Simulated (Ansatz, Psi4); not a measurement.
## Heat of formation of CH3F (fluoromethane) from total energies

The species is CH3F (5 atoms), meant as a singlet with charge 0. As SMILES, `CF`. Geometry: relaxed at PBE0-D4/def2-TZVP.

Total energies at HF/def2-TZVPP (Psi4 1.11); the atoms run unrestricted:

| species | state | energy (Eh) |
| --- | --- | --- |
| CH3F | singlet | -139.102218 |
| C | triplet | -37.692479 |
| F | doublet | -99.411799 |
| H | doublet | -0.499810 |

Harmonic wavenumbers at PBE0-D4/def2-TZVP, in cm⁻¹: 1097, 1199, 1199, 1485, 1489, 1489, 3044, 3131, 3131.

Measured heats of formation of the gaseous atoms at 298.15 K, in kJ/mol: C 716.9, F 79.4, H 218.0. Spin-orbit lowering of the atoms at 298 K (mean of the ground term's levels less their thermal mean, from spectra), in kJ/mol: C 0.02, F 1.29. Take 1 Eh = 2625.50 kJ/mol, 1 cm⁻¹ = 0.0119627 kJ/mol, RT = 2.479 kJ/mol.

Q: What heat of formation follows?

A: 
1. Electronic atomisation energy: (-37.692479) + (-99.411799) + 3 × (-0.499810) − (-139.102218) = 0.498510 Eh = 1308.8 kJ/mol.
2. Zero-point energy: half the sum of the wavenumbers, 8632 cm⁻¹ = 103.3 kJ/mol.
3. Thermal vibrational enthalpy, Σ hcν̃/(exp(hcν̃/kT) − 1): 0.2 kJ/mol. Translation, rotation and pV of a non-linear molecule: 4 RT = 9.9 kJ/mol.
4. The 5 free atoms carry 5/2 RT each: 31.0 kJ/mol.
5. Spin-orbit coupling lowers the free atoms by 0.02 + 1.29 = 1.3 kJ/mol.
6. Atomisation enthalpy at 298 K: 1308.8 − 1.3 − 103.3 − 0.2 − 9.9 + 31.0 = 1225.1 kJ/mol.
7. Sum of the atoms' heats of formation: 1450.3 kJ/mol. Heat of formation: 1450.3 − 1225.1 = +225.2 kJ/mol.

The tabulated value is -236.6 kJ/mol (Active Thermochemical Tables), so this level is off by +461.8 kJ/mol, or 27.4 % of the atomisation enthalpy that the table implies (1686.8 kJ/mol). Hartree–Fock leaves out correlation, which is larger in the molecule than in the atoms, so it underbinds and puts the heat of formation too high. Anharmonicity and any spin-orbit splitting of the molecule are left out.
